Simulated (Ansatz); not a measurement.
Reaction (SMILES): FCF → C atom + 2 F atom + 2 H atom
B3LYP-D3(BJ)/def2-TZVP geometries, fixed; electronic energies without zero-point terms.

Effect of the final integration grid (spheres per factor e of radius in core and valence, angular degree) at PBE0/def2-TZVPP with Ansatz (an electronic-structure program), against the last row, where the atomisation energy is 436.21 kcal/mol. Open shells are unrestricted. The default's grid is 13, 11, 36.

| setting | largest shift of a total energy (mEh) | shift of the atomisation energy (kcal/mol) |
|---|---|---|
| accuracy: medium (default) | 0.000 | 0.000 |
| final_grid: 4, 3, 11 | 2.634 | -1.939 |
| final_grid: 6, 5, 17 | -0.166 | 0.107 |
| final_grid: 8, 7, 23 | 0.005 | -0.005 |
| final_grid: 10, 9, 29 | -0.002 | 0.002 |
| final_grid: 18, 15, 47 | 0.000 | 0.000 |
| final_grid: 26, 22, 59 | 0.000 | 0.000 |

Within 0.1 kcal/mol in the atomisation energy: accuracy: medium (default); final_grid: 8, 7, 23; final_grid: 10, 9, 29; final_grid: 18, 15, 47. The largest shift is 2.634 mEh in a total energy and 1.939 kcal/mol in the difference.
